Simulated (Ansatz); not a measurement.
Results of PBEsol-D3(BJ) (PAW; Ansatz, a quantum-chemistry and plane-wave program) for 1T (CdI2-type) HfTe2.

Settings: plane-wave cutoff 520 eV, 18×18×8 k mesh (along the axes of the cell as run), Fermi–Dirac smearing 0.05 eV, scalar-relativistic PAW data made under PBE.

Computed at the level's own relaxed cell.

Question: Predict the equilibrium volume per atom, bulk modulus, lattice parameter a and c axis length.

Answer: 
equilibrium volume per atom: 26.48 Å³/atom
bulk modulus: 43.6 GPa
lattice parameter a: 3.784 Å
c axis length: 6.405 Å

The run finds no gap.

Note: the relaxation could not lower the start's symmetry, so the cell can be a saddle point above a distorted one; the bulk modulus comes from volumes at which shape and atoms were relaxed.

Spin–orbit coupling is not included; it can open a gap where bands touch, and shift volumes and moduli.

Static lattice: no zero-point or thermal effects.
